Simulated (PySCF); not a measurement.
Silicon: a sound run and one with changed settings

Sound run: Si [Ne] 3s2 3p2, Si⁺ [Ne] 3s2 3p1. Computed with PySCF 2.14 in x2c-TZVPall, with scalar relativity by spin-free X2C-1e. In the sound run the correlated levels freeze [Ne]. The sound run starts from symmetry-adapted Hartree-Fock orbitals and uses a fine grid where one is needed.

Changed run: the non-relativistic Hamiltonian (point nucleus). This setting is unsound on purpose.

| species | method | sound run (hartree) | changed run (hartree) | converged |
| --- | --- | --- | --- | --- |
| Si | UHF | -289.45414 | -288.76459 | yes |
| Si | PBE | -289.83384 | -289.14275 | yes |
| Si | M06-L | -289.95697 | -289.26674 | yes |
| Si | MP2 | -289.50881 | -288.81926 | yes |
| Si | CCSD(T) | -289.52977 | -288.84028 | yes |
| Si⁺ | UHF | -289.17375 | -288.48383 | yes |
| Si⁺ | PBE | -289.53322 | -288.84174 | yes |
| Si⁺ | M06-L | -289.66209 | -288.97135 | yes |
| Si⁺ | MP2 | -289.21387 | -288.52396 | yes |
| Si⁺ | CCSD(T) | -289.23231 | -288.54248 | yes |

Ionisation energy of Si:

| method | sound run (eV) | changed run (eV) |
| --- | --- | --- |
| UHF | 7.630 | 7.640 |
| PBE | 8.180 | 8.191 |
| M06-L | 8.024 | 8.038 |
| MP2 | 8.026 | 8.036 |
| SCS-MP2 | 7.942 | 7.952 |
| CCSD | 8.057 | 8.067 |
| CCSD(T) | 8.094 | 8.104 |

Most of the change in total energy is the relativistic energy itself. On top of that the contraction fixes the core shape for the Hamiltonian it was made with, so the changed run is not a good calculation with the other Hamiltonian either.

For comparison, NIST gives 8.152 eV between the lowest levels.
